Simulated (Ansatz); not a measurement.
Relaxation of FH7Si2 (10 atoms, charge 0, multiplicity 1), to a largest force component of 0.03 eV/Å in at most 50 steps.

Method: Ansatz 0.2.0, RHF/def2-SVP.

```xyz
10
Properties=species:S:1:pos:R:3
Si -0.458 -0.311 -0.327
H -0.025 0.740 2.092
H 0.940 -0.426 0.129
Si -1.101 1.909 -0.832
H -2.520 1.927 -1.260
H -0.927 2.817 0.325
H -0.255 2.388 -1.955
H -0.617 -1.144 -1.542
F -1.432 -0.946 0.783
H -0.555 0.303 2.269
```

Q: Where does it end, and by what steps?

A: The forces met the threshold. The force dipped under the threshold on the way, but the program's further checks kept it going. After 18 steps the energy has fallen by 0.247 eV; H2 moved furthest, 1.55 Å.

| step | energy less start (eV) | largest force component (eV/Å) | accepted |
| --- | --- | --- | --- |
| 0 | 0.0000 | 1.173 | yes |
| 1 | -0.1398 | 0.270 | yes |
| 2 | -0.1961 | 0.162 | yes |
| 3 | -0.2232 | 0.057 | yes |
| 4 | -0.2330 | 0.064 | yes |
| 5 | -0.2371 | 0.063 | yes |
| 6 | -0.2390 | 0.129 | yes |
| 7 | -0.2402 | 0.102 | yes |
| 8 | -0.2414 | 0.166 | yes |
| 9 | -0.2415 | 0.179 | yes |
| 10 | -0.2441 | 0.024 | yes |
| 11 | -0.2446 | 0.013 | yes |
| 12 | -0.2449 | 0.114 | yes |
| 13 | -0.2458 | 0.070 | yes |
| 14 | -0.2462 | 0.043 | yes |
| 15 | -0.2467 | 0.066 | yes |
| 16 | -0.2469 | 0.050 | yes |
| 17 | -0.2472 | 0.016 | yes |
| 18 | -0.2474 | 0.021 | yes |

```xyz
10
Properties=species:S:1:pos:R:3
Si -0.421 -0.320 -0.685
H -0.259 0.727 3.625
H 1.042 -0.424 -0.506
Si -1.100 1.904 -1.112
H -2.574 1.964 -1.266
H -0.682 2.789 0.002
H -0.458 2.364 -2.369
H -0.848 -1.236 -1.764
F -1.122 -0.819 0.689
H -0.528 0.307 3.069
```

Time of the run: 17 s on 1 thread of Arm Neoverse V2, on a shared host, peak memory 0.15 GiB.
